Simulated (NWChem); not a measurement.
Species: dimethyl ether (C₂H₆O); SMILES O(C)C

```xyz
9

C      1.1611     0.0000     0.1881
O      0.0000     0.0000    -0.5778
C     -1.1611     0.0000     0.1881
H      1.2330    -0.8952     0.8395
H      1.2330     0.8952     0.8395
H      2.0215     0.0000    -0.4963
H     -1.2330    -0.8952     0.8395
H     -2.0215     0.0000    -0.4963
H     -1.2330     0.8952     0.8395
```
Atoms are numbered in this order, from 1.

Computed with NWChem. Pople sets run with spherical d functions. Coordinates come from a PBE0/def2-SVP optimisation. B3LYP is NWChem's, with the RPA form of VWN correlation. Total energies compare along this basis series because the functional is fixed.

```csv
level,basis functions,energy (Ha),highest occupied level (eV),orbital gap (eV),dipole (D)
B3LYP/STO-3G,21,-153.0269,…,…,…
B3LYP/3-21G,39,-154.1708,-6.54,9.61,1.34
B3LYP/6-31G*,54,-155.0219,-6.87,9.40,1.18
B3LYP/6-31+G*,66,-155.0307,-7.21,7.49,1.36
B3LYP/def2-SVP,72,-154.9096,-6.99,8.58,1.19
B3LYP/def2-SVPD,111,-154.9240,-7.27,7.75,1.24
B3LYP/def2-TZVP,129,-155.0930,-7.21,8.23,1.16
B3LYP/6-311++G**,108,-155.0763,-7.25,7.01,1.34
B3LYP/aug-cc-pVTZ,276,-155.0922,-7.26,6.97,1.17
```

Fill in the missing entries.


- B3LYP/STO-3G, highest occupied level (eV): -3.87
- B3LYP/STO-3G, orbital gap (eV): 12.70
- B3LYP/STO-3G, dipole (D): 1.07
